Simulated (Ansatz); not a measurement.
C2H4F2O (`FCOCF`) at its PBE0-D4/def2-TZVP geometry, where that method's forces vanish. The species carries charge 0 and has multiplicity 1.

```xyz
9

F     0.9422    1.6028   -0.4561
C     0.1600    1.0307    0.5198
O    -0.7879    0.2019   -0.0476
C    -0.2961   -0.9959   -0.5280
F     0.0004   -1.8444    0.5130
H     0.8273    0.4859    1.1943
H    -0.3797    1.8249    1.0355
H     0.6220   -0.8573   -1.1068
H    -1.0883   -1.4488   -1.1241
```

Problem. What forces (eV/Å) does ωB97M-V/def2-TZVPP give on these atoms in Ansatz? (Best estimate.)

Solution. The calculation gave: 
```
F1   0.115  0.069 -0.176
C2   0.018  0.057  0.390
O3  -0.212  0.054 -0.013
C4   0.032 -0.070 -0.387
F5   0.047 -0.111  0.186
H6  -0.064  0.044 -0.067
H7   0.062 -0.081 -0.049
H8  -0.085 -0.006  0.058
H9   0.087  0.043  0.058
```
